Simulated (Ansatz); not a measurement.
# Al2H (doublet): from Hartree-Fock to the top rungs at angle Al2–Al1–H3 = 85.5°, cc-pVTZ

Aim: climb from Hartree-Fock through coupled cluster and multireference methods for Al2H (doublet) at one geometry and basis, and see what each rung misses.

The runs use Ansatz 0.2.0, Gaussian basis; cc-pVTZ, core rule «outside noble gas», up to 10 orbitals frozen.

The runs, in order: UHF; CCSD(T) on ROHF; CCSD(T) on UHF; BCCD(T) on ROHF; CISD; CCSDT(Q) on ROHF; CCSDT(Q) on UHF; CASSCF and MRCISD+Q, 3 electrons in 3 orbitals; CASSCF and NEVPT2, 3 electrons in 3 orbitals; CASSCF and MRCISD+Q, 7 electrons in 9 orbitals; CASSCF and NEVPT2, 7 electrons in 9 orbitals.

24 further runs of the same task are left out: 8 for a known fault of the program, 1 for a mislabelled method, 12 that didn't finish, 3 set aside as unsound or not needed.

**1. What is computed**

The geometry derives from a PBE0/def2-TZVP stationary point (not a proven minimum). One angle is set to the value named; bond lengths are kept.

3 atoms, charge 0, spin multiplicity 2.

Atoms are counted from 1 here; the program's logs count them from 0.

Bond lengths: Al1–Al2 2.677 Å, Al1–H3 1.619 Å. Angles: Al2–Al1–H3 85.5°.

**2. UHF**

Contents of in.yaml:

```yaml
crystal:
  periodic: [false, false, false]
  atoms:
    - {symbol: Al, position_ang: [-0.986648, 0.000000, 0.871741]}
    - {symbol: Al, position_ang: [0.979088, 0.000000, -0.945366]}
    - {symbol: H, position_ang: [0.202389, 0.000000, 1.970876]}
basis:
  gaussian: {orbitals: cc-pVTZ}
magnetization: {spin_polarized: true, initial_magnetization: 1}
hamiltonian: {xc: hf}
output: {orbitals: {seedname: orbitals}}
```

Run with:

```sh
ansatz run in.yaml --threads 1 --pin off --events-out ev --progress --plain --max-ram 2502MiB
```

Further steps of the session: CCSD(T) on ROHF; CCSD(T) on UHF; BCCD(T) on ROHF; CISD; CCSDT(Q) on ROHF; CCSDT(Q) on UHF; CASSCF and MRCISD+Q, 3 electrons in 3 orbitals; CASSCF and NEVPT2, 3 electrons in 3 orbitals; CASSCF and MRCISD+Q, 7 electrons in 9 orbitals; CASSCF and NEVPT2, 7 electrons in 9 orbitals.

**Question.** What will the summary of the whole plan be? Wanted: UCCSDT(Q) below the RHF energy; RMP2 from UCCSDT(Q); UMP2 from UCCSDT(Q); RCCSD from UCCSDT(Q); RCCSD(T) from UCCSDT(Q); UCCSD(T) from UCCSDT(Q); RCCSDT(Q) from UCCSDT(Q); NEVPT2 valence from UCCSDT(Q); MRCISD+Q valence from UCCSDT(Q).

**Answer**, as computed:

```
                         quantity                      value
   UCCSDT(Q) below the RHF energy                 -4.3284 eV
              RMP2 from UCCSDT(Q)                +1145.3 meV
              UMP2 from UCCSDT(Q)                +1189.8 meV
             RCCSD from UCCSDT(Q)                 +224.7 meV
          RCCSD(T) from UCCSDT(Q)                  +53.2 meV
          UCCSD(T) from UCCSDT(Q)                  +54.7 meV
         RCCSDT(Q) from UCCSDT(Q)                   +1.0 meV
    NEVPT2 valence from UCCSDT(Q)                 +790.4 meV
  MRCISD+Q valence from UCCSDT(Q)                  +58.4 meV
levels within 1 kcal/mol (43 meV)  RCCSDT, UCCSDT, RCCSDT(Q)
                    T1 diagnostic                      0.068
   effectively unpaired electrons                       1.13
```

RCCSD(T) misses by +53.2 meV, 1.2 % of the correlation energy. The occupations are near whole numbers, but T1 = 0.068 shows that the orbitals relax strongly. Of the multireference levels listed MRCISD+Q valence comes nearest in total energy (+58.4 meV), which doesn't show that its space is the better one. Coupled cluster took another determinant than the lowest Hartree-Fock one. These misses are within one basis, not against nature; the frozen cores of restricted and unrestricted runs differ, which can shift their rows.
